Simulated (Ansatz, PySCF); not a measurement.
The pair A = CH3NO (SMILES NC=O) (first 6 atoms), B = CH3NO (SMILES NC=O); geometry from S22 set.
(charge 0, multiplicity 1):
```xyz
12

C     -2.0186     0.0529     0.0000
O     -1.4522     1.1436     0.0000
N     -1.4078    -1.1425     0.0000
H     -1.9646    -1.9770     0.0000
H     -0.3872    -1.2078     0.0000
H     -3.1171    -0.0137     0.0000
C      2.0186    -0.0529     0.0000
O      1.4522    -1.1436     0.0000
N      1.4078     1.1425     0.0000
H      1.9646     1.9770     0.0000
H      0.3872     1.2078     0.0000
H      3.1171     0.0137     0.0000
```

Frozen-core correlation. MP2 and its Hartree–Fock in aug-cc-pVQZ are density fitted. Rows in 6-31G* carry no dispersion term and start afresh at each structure (6-31G* with six Cartesian d functions).

The values were computed with Ansatz (a quantum-chemistry and plane-wave program) with Gaussian orbitals; PySCF for 6-31G* rows. 

Total energies (hartree), monomers frozen at their geometry in the pair:

| structure | HF/6-31G* | HF/aug-cc-pVQZ | MP2/aug-cc-pVQZ |
|---|---|---|---|
| AB | -337.8788669 | -338.0464711 | -339.3620474 |
| A in the pair's basis | -168.9294681 | -169.0135350 | -169.6686898 |
| B in the pair's basis | -168.9294681 | -169.0135350 | -169.6686898 |
| A | -168.9274334 | -169.0134852 | -169.6682161 |
| B | -168.9274334 | -169.0134852 | -169.6682161 |

Q: Work out the interaction energy without and with the counterpoise correction, and the superposition error, for each level.

A: 
E(AB) − E(A) − E(B), times 627.509 kcal/mol, with the monomers in their own basis and then in the pair's basis:
- HF/6-31G*: -15.06 uncorrected, -12.51 corrected; the monomers gain 2.55 kcal/mol from borrowed functions
- HF/aug-cc-pVQZ: -12.24 uncorrected, -12.17 corrected; the monomers gain 0.06 kcal/mol from borrowed functions
- MP2/aug-cc-pVQZ: -16.07 uncorrected, -15.48 corrected; the monomers gain 0.59 kcal/mol from borrowed functions
